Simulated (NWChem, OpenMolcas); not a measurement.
## The same job for OpenMolcas

This NWChem 7.3.0 job computes CH5FSi (SMILES C[SiH2]F):

sp.nw:
```
start sp
title "CH5FSi"
memory 2200 mb
charge 0

geometry units angstrom noautosym nocenter noautoz
 C     -0.521400     0.700300    -0.437000
 Si     0.448400    -0.642000     0.395200
 F      1.946500    -0.649600    -0.178800
 H     -0.562400     0.542500    -1.517100
 H     -1.546700     0.713200    -0.056500
 H     -0.077200     1.680300    -0.248400
 H      0.538700    -0.420800     1.860700
 H     -0.133700    -1.981200     0.126000
end

basis spherical bse
 * library 6-311+G**
end

dft
 xc xtpss03 ctpss03
 grid fine
 convergence energy 1e-08
 maxiter 100
 mulliken
end

task dft gradient
```

```bash
$ nwchem sp.nw > sp.out
```

The coordinates come from a PBE0-D4/def2-TZVP relaxation.

It gives a total energy of -430.601604 Eh.

Task: Write the same calculation for OpenMolcas 26.06 as an input file of the program's own.

Result: This input was run:

mol.inp:
```
* CH5FSi Kohn-Sham DFT
&GATEWAY
BasLib = $CurrDir
Coord
8
angstrom
C       -0.521400       0.700300      -0.437000
Si       0.448400      -0.642000       0.395200
F        1.946500      -0.649600      -0.178800
H       -0.562400       0.542500      -1.517100
H       -1.546700       0.713200      -0.056500
H       -0.077200       1.680300      -0.248400
H        0.538700      -0.420800       1.860700
H       -0.133700      -1.981200       0.126000
Basis = 6-311pGss
Group = NoSym
&SEWARD
GridInput
Grid=UltraFine
End of Grid
&SCF
KSDFT = 2
1.0 MGGA_X_TPSS
1.0 MGGA_C_TPSS
Thresholds = 1e-10 1e-07 1e-07 1e-05
PrOrbitals = 0
&ALASKA
```

```bash
$ export MOLCAS_MEM=1860
$ pymolcas mol.inp > mol.log
```

(Basis files named in the input come from the Basis Set Exchange and aren't shown.)

Its energy is -430.601603 Eh, 0.001 mEh from the first.
